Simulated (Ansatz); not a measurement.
# AlH2− (singlet): from Hartree-Fock to the top rungs at a displaced geometry (v2), 6-31++G**

One table from this session's results is given with a row withheld; the runs are named, their logs left out.

Method: 6-31++G**, core rule «outside noble gas», up to 5 orbitals frozen; program: Ansatz 0.2.0, Gaussian basis.

The runs, in order: UHF; CCSD(T) on RHF; CCSD(T) on UHF; BCCD(T) on RHF; CISD; CCSDT(Q) on RHF; CCSDT(Q) on UHF; CCSDTQ on RHF; CASSCF and MRCISD+Q, 6 electrons in 6 orbitals; CASSCF and NEVPT2, 6 electrons in 6 orbitals; Full CI.

18 further runs of the same task are left out: 6 that didn't finish, 12 set aside as unsound or not needed.

### The system

The geometry is a PBE0/def2-TZVPD stationary point (not a proven minimum) with its atoms shifted at random (size 0.100 Å).

3 atoms, charge -1, spin multiplicity 1.

Atoms are counted from 1 here; the program's logs count them from 0.

Bond lengths: Al1–H2 1.702 Å, Al1–H3 1.685 Å. Angles: H2–Al1–H3 93.1°.

The first run:

Contents of in.yaml:

```yaml
crystal:
  periodic: [false, false, false]
  atoms:
    - {symbol: Al, position_ang: [0.008799, -0.080504, -0.000522]}
    - {symbol: H, position_ang: [-0.156076, 1.093710, -1.221809]}
    - {symbol: H, position_ang: [-0.079455, 1.061287, 1.235772]}
basis:
  gaussian: {orbitals: "6-31++G**"}
total_charge: -1
magnetization: {spin_polarized: true, initial_magnetization: 0}
hamiltonian: {xc: hf}
output: {orbitals: {seedname: orbitals}}
```

Command:

```
$ ansatz run in.yaml --threads 1 --pin off --events-out ev --progress --plain --max-ram 2393MiB
```

Among the steps run: UHF; CCSD(T) on RHF; CCSD(T) on UHF; BCCD(T) on RHF; CISD; CCSDT(Q) on RHF; CCSDT(Q) on UHF; CCSDTQ on RHF; CASSCF and MRCISD+Q, 6 electrons in 6 orbitals; CASSCF and NEVPT2, 6 electrons in 6 orbitals; Full CI.

One table of the session follows, with a row left open; its other results are not shown here.

| method | from FCI (kcal/mol) |
| --- | --- |
| RHF | +59.72 |
| UHF | +58.51 |
| RMP2 | +15.56 |
| CISD | +4.10 |
| RCCSD | ? |
| RCCSD(T) | +0.39 |
| BCCD(T) | +0.38 |
| RCCSDT | +0.06 |
| RCCSDT(Q) | +0.01 |
| RCCSDTQ | 0.00 |
| CASSCF valence | +34.57 |
| NEVPT2 valence | +12.44 |
| MRCISD valence | +1.93 |
| MRCISD+Q valence | +0.57 |
| FCI | 0 |

**Question.** Estimate the row for RCCSD.

**Answer.** from FCI (kcal/mol): +1.53. In the column «from FCI (kcal/mol)» it lies between MRCISD+Q valence (+0.57) and MRCISD valence (+1.93).

Not comparable, so not listed: CCSD(T) on UHF; CCSDT(Q) on UHF (they don't share determinant, frozen orbitals or solution with the rows shown, or repeat one).
